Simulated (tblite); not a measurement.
C4H6NS (doublet state).
Z-matrix (Å and degrees, GFN2-xTB geometry), rows numbered from 1:
```
N 
C   1  1.2730
C   2  1.5157  1  130.52
C   3  1.5468  2   88.15  1   179.95
C   2  1.4211  1  138.62  3  -179.96
S   5  1.7196  2  134.33  1     0.04
H   1  1.0183  2  114.94  3   179.95
H   3  1.0869  2  113.97  1    63.21
H   3  1.0869  2  113.83  1   -63.32
H   4  1.0913  3  115.12  2  -116.21
H   4  1.0915  3  115.22  2   116.47
H   6  1.3384  5   94.56  2     0.02
```

All values are computed: GFN2-xTB (tblite) harmonic vibrations without scaling, gas phase. Against measured fundamentals such values can be off by several per cent, at times by over 20. Modes of hydrogen on sulfur can be 10 to 20 % off. One conformer, not necessarily the lowest. Open shells enter through the occupations alone, without spin polarisation, and single modes of such species can be off by tens of per cent.

Harmonic wavenumbers (cm⁻¹): 121.7, 178.3, 194.8, 286.4, 406.9, 458.5, 538.3, 703.9, 737.5, 783.8, 841.2, 968.4, 975.4, 1014.5, 1028.1, 1128.7, 1158.7, 1178.1, 1198.3, 1240.6, 1286.3, 1438.0, 1455.0, 1650.7, 2364.2, 2950.4, 2975.4, 3020.3, 3027.0, 3316.0.

A = 4814, B = 2379, C = 1624 MHz; mass 100.022 u (most abundant isotopes); point group Cs, symmetry number 1; spin multiplicity 2.

Problem. What is the zero-point energy?

Solution. Half the sum of the wavenumbers: 19313 cm⁻¹ = 55.22 kcal/mol.

Problem. Give the ideal-gas entropy at 200 K and 1 bar in the rigid-rotor, harmonic-oscillator model (classical rotation).

Solution. Translation 37.76, rotation 26.06, vibration 7.54, spin (R ln 2) 1.38: S = 72.7 cal/(mol K).

Problem. And Cp and H(200 K) − H(0)?

Solution. Cp = 18.68 cal/(mol K), of which vibrations give 10.73 (their classical limit is 30 R = 59.6); H(200 K) − H(0) = 2.53 kcal/mol without the zero-point energy, 0.94 from vibrations.

Problem. Which modes carry the vibrational entropy at 200 K?

Solution. 121.7 cm⁻¹: 2.31; 178.3 cm⁻¹: 1.62; 194.8 cm⁻¹: 1.47; 286.4 cm⁻¹: 0.87; 406.9 cm⁻¹: 0.44; 458.5 cm⁻¹: 0.33 cal/(mol K); the other 24 give 0.50 together.

Problem. Blend soft modes into free rotors: weight 1/[1 + (100 cm⁻¹/ν̃)⁴] for the oscillator and the rest for a rotor with moment μB/(μ + B), μ = h/(8π²ν), B = 10⁻⁴⁴ kg m². What vibrational entropy results?

Solution. 7.58 cal/(mol K) in place of 7.54, which changes −T·S at 200 K by -0.01 kcal/mol.

Problem. How do the functions run with temperature in this model?

Solution. 
```json
{"T (K)": "100", "S (cal/(mol K))": "62.1", "Cp (cal/(mol K))": "12.7", "H − H(0) (kcal/mol)": "0.97", "G − H(0) (kcal/mol)": "-5.24", "ln q(vib)": "0.35"}
{"T (K)": "300", "S (cal/(mol K))": "81.5", "Cp (cal/(mol K))": "25.2", "H − H(0) (kcal/mol)": "4.73", "G − H(0) (kcal/mol)": "-19.73", "ln q(vib)": "2.67"}
{"T (K)": "500", "S (cal/(mol K))": "97.3", "Cp (cal/(mol K))": "36.9", "H − H(0) (kcal/mol)": "11.00", "G − H(0) (kcal/mol)": "-37.65", "ln q(vib)": "5.42"}
{"T (K)": "800", "S (cal/(mol K))": "117.2", "Cp (cal/(mol K))": "47.7", "H − H(0) (kcal/mol)": "23.85", "G − H(0) (kcal/mol)": "-69.94", "ln q(vib)": "9.64"}
{"T (K)": "1000", "S (cal/(mol K))": "128.4", "Cp (cal/(mol K))": "52.2", "H − H(0) (kcal/mol)": "33.86", "G − H(0) (kcal/mol)": "-94.53", "ln q(vib)": "12.32"}
```

q(vib) and H(0) count from the zero-point level.

Hindered rotation and anharmonicity are outside this model. Other conformers, if any are populated, would add a mixing term that is left out.
